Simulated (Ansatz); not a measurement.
α-phase Ga, treated with PBE in Ansatz (PAW).

Settings: plane-wave cutoff 500 eV, 18×18×16 k mesh (along the axes of the cell as run), Fermi–Dirac smearing 0.1 eV, scalar-relativistic PAW data made under PBE.

Computed at the level's own relaxed cell.

Task: Give the computed volume per atom, lattice parameter a, lattice parameter b and c axis length.

Result: 
volume per atom: 20.32 Å³/atom
lattice parameter a: 4.591 Å
lattice parameter b: 7.736 Å
c axis length: 4.576 Å

Static lattice: no zero-point or thermal effects.

Ansatz is an electronic-structure program.
